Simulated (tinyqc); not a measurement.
G0W0 on RHF in the sto-6g basis, for H2F+, spin multiplicity 1, step by step. One step of it, computed by the program tinyqc.

Problem. G0W0 on Hartree-Fock: LUMO. W(p,q,m) = sqrt2 sum_ia (pq|ia) (X+Y)_ia,m; Sigma_c(x) = sum_(i,m) W^2/(x - e_i + w_m) + sum_(a,m) W^2/(x - e_a - w_m); solve x = e_p + Sigma_c(x) by Newton steps; Z = 1/(1 - dSigma/dx); 1 hartree = 27.211386 eV.

orbital energies (hartree): MO1 -26.932245, MO2 -2.016693, MO3 -1.110286, MO4 -1.051750, MO5 -1.019390, MO6 -0.075924, MO7 0.028471

Two-electron integrals over orbitals (pq|rs), unique and non-zero (hartree):
```
(11|11) 5.381964    (21|11) -0.520347   (21|21) 0.081497    (22|11) 1.229261
(22|21) -0.021494   (22|22) 0.866269    (31|31) 0.018647    (32|31) 0.026455
(32|32) 0.155049    (33|11) 0.995577    (33|21) -0.008161   (33|22) 0.759690
(33|33) 0.731611    (41|11) 0.134869    (41|21) -0.018592   (41|22) 0.013225
(41|33) 0.004574    (41|41) 0.027727    (42|11) -0.107706   (42|21) 0.008308
(42|22) -0.007719   (42|33) -0.011170   (42|41) 0.028138    (42|42) 0.157565
(43|31) -0.003966   (43|32) 0.005125    (43|43) 0.050724    (44|11) 1.119029
(44|21) -0.013130   (44|22) 0.799849    (44|33) 0.700050    (44|41) -0.009794
(44|42) -0.085011   (44|44) 0.842248    (51|51) 0.030362    (52|51) 0.039234
(52|52) 0.183762    (53|53) 0.038582    (54|51) -0.009434   (54|52) -0.034729
(54|54) 0.051858    (55|11) 1.265986    (55|21) -0.013626   (55|22) 0.886186
(55|33) 0.747619    (55|41) 0.003375    (55|42) -0.057123   (55|44) 0.811820
(55|55) 0.998085    (61|11) 0.192938    (61|21) -0.032129   (61|22) 0.003546
(61|33) 0.001602    (61|41) -0.006663   (61|42) -0.020570   (61|44) 0.012413
(61|55) 0.004774    (61|61) 0.021018    (62|11) -0.271945   (62|21) 0.007105
(62|22) -0.140521   (62|33) -0.090337   (62|41) -0.018689   (62|42) -0.048819
(62|44) -0.084874   (62|55) -0.140019   (62|61) 0.007236    (62|62) 0.076265
(63|31) -0.004210   (63|32) 0.016494    (63|43) 0.016988    (63|63) 0.061148
(64|11) -0.309271   (64|21) 0.004006    (64|22) -0.165590   (64|33) -0.102647
(64|41) -0.003358   (64|42) 0.026949    (64|44) -0.167366   (64|55) -0.173416
(64|61) -0.000031   (64|62) 0.059205    (64|64) 0.096617    (65|51) -0.011949
(65|52) -0.046697   (65|54) -0.011353   (65|65) 0.024620    (66|11) 0.706183
(66|21) -0.005789   (66|22) 0.572885    (66|33) 0.549536    (66|41) 0.015103
(66|42) 0.064210    (66|44) 0.541581    (66|55) 0.548258    (66|61) -0.005937
(66|62) -0.058884   (66|64) -0.031246   (66|66) 0.546008    (71|31) -0.016659
(71|32) -0.022815   (71|43) 0.003636    (71|63) 0.003509    (71|71) 0.014892
(72|31) -0.017407   (72|32) -0.067631   (72|43) 0.023662    (72|63) 0.024676
(72|71) 0.015077    (72|72) 0.053941    (73|11) -0.420638   (73|21) 0.007796
(73|22) -0.211792   (73|33) -0.168051   (73|41) 0.001265    (73|42) 0.061972
(73|44) -0.186376   (73|55) -0.231789   (73|61) -0.004698   (73|62) 0.063252
(73|64) 0.102208    (73|66) -0.019325   (73|73) 0.162259    (74|31) 0.007410
(74|32) 0.056562    (74|43) -0.001558   (74|63) 0.045475    (74|71) -0.006612
(74|72) -0.009172   (74|74) 0.053980    (75|53) -0.025054   (75|75) 0.018302
(76|31) 0.008506    (76|32) 0.082384    (76|43) 0.053322    (76|63) 0.075938
(76|71) -0.007469   (76|72) 0.008336    (76|74) 0.067726    (76|76) 0.157132
(77|11) 0.747575    (77|21) -0.006371   (77|22) 0.589263    (77|33) 0.592707
(77|41) 0.003387    (77|42) 0.013676    (77|44) 0.564133    (77|55) 0.573463
(77|61) 0.001169    (77|62) -0.039833   (77|64) -0.025767   (77|66) 0.535492
(77|73) -0.051452   (77|77) 0.562811
```

excitation energies w (hartree): 0.991483  1.058054  1.076681  1.083848  1.247739  1.461913  2.113555  2.151879  26.898324  26.990490

X + Y:
```
            1          2          3         4          5          6          7          8
1>6  0.000000  -0.000229   0.000000  0.000000   0.000000   0.000814  -0.000922   0.000000
1>7  0.000000   0.000000  -0.000884  0.000000   0.000456   0.000000   0.000000  -0.002213
2>6  0.000000  -0.059588   0.000000  0.000000   0.000000  -0.241151   0.936081   0.000000
2>7  0.000000   0.000000  -0.057939  0.000000  -0.020030   0.000000   0.000000   0.973908
3>6  0.000000   0.000000   0.760730  0.000000   0.572816   0.000000   0.000000   0.029475
3>7  0.000000  -0.425688   0.000000  0.000000   0.000000   0.790186   0.127238   0.000000
4>6  0.000000   0.874766   0.000000  0.000000   0.000000   0.321252   0.085120   0.000000
4>7  0.000000   0.000000  -0.630196  0.000000   0.723094   0.000000   0.000000  -0.010135
5>6  0.975484   0.000000   0.000000  0.000000   0.000000   0.000000   0.000000   0.000000
5>7  0.000000   0.000000   0.000000  0.983258   0.000000   0.000000   0.000000   0.000000

             9         10
1>6   0.999219   0.000000
1>7   0.000000   0.999448
2>6   0.000078   0.000000
2>7   0.000000   0.000170
3>6   0.000000   0.000020
3>7  -0.000030   0.000000
4>6   0.000000   0.000000
4>7   0.000000  -0.000039
5>6   0.000000   0.000000
5>7   0.000000   0.000000
```

Give: The 12 largest terms at x = e_p; Newton steps; quasiparticle energy of the LUMO; Hartree-Fock value.

Solution.

The 12 largest terms at x = e_p (hartree; W for the signs of X + Y given):
```
q  m        W       term
7  5   0.1305    -0.0126
4  6   0.1379     0.0078
3  5   0.0953     0.0040
4  7   0.1084     0.0038
2  7   0.1195     0.0035
6  7  -0.0852    -0.0034
2  6   0.0716     0.0015
4  2   0.0530     0.0014
5  1   0.0340     0.0006
6  2  -0.0221  -4.60e-04
3  8   0.0359   4.04e-04
7  3   0.0207  -3.61e-04
```

Newton steps (hartree):
```
step        x  Sigma_c(x)       Z
0     -0.0759      0.0064  0.9798
1     -0.0696      0.0063  0.9797
2     -0.0696      0.0063  0.9797
```

quasiparticle energy of the LUMO = -1.8943 eV

Hartree-Fock value = -2.0660 eV
